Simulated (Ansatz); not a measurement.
Start from BP in the zinc blende structure (space group F-43m, No. 216; a = 4.548 Å).

Levels (all Ansatz, an electronic-structure program, PAW, earlier PAW set): PBE (420 eV, spin-orbit coupling left out); r2SCAN (500 eV, without spin-orbit coupling).

Levels that relaxed their own cell: PBE and r2SCAN.

| level | lattice parameter a |
|---|---|
| PBE | 4.548 Å |
| r2SCAN | 4.536 Å |

Measured: lattice parameter a 4.525 Å (static lattice; corrected from measurement; as listed in Daniel Mejia-Rodriguez, S. B. Trickey, Phys. Rev. B (2018)).

Computed minus measured — lattice parameter a: PBE +0.5 %, r2SCAN +0.3 % (closest: r2SCAN).

Whether these cells are dynamically stable was not tested.
